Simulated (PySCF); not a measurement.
A structure optimised at TPSSh-D3(BJ)/def2-TZVP, used in a PySCF frequency run:

```xyz
5

F     -1.1064     0.0000     0.2914
C      0.0000     0.0000    -0.5066
F      1.1064     0.0000     0.2914
H      0.0000     0.9148    -1.1025
H      0.0000    -0.9148    -1.1025
```

### Question
Write its SMILES, formula and point group.

### Answer
FCF, CH₂F₂, C2v

### Question
What are its rotational constants (standard atomic weights)?

### Answer
49.073, 10.486, 9.1684 GHz
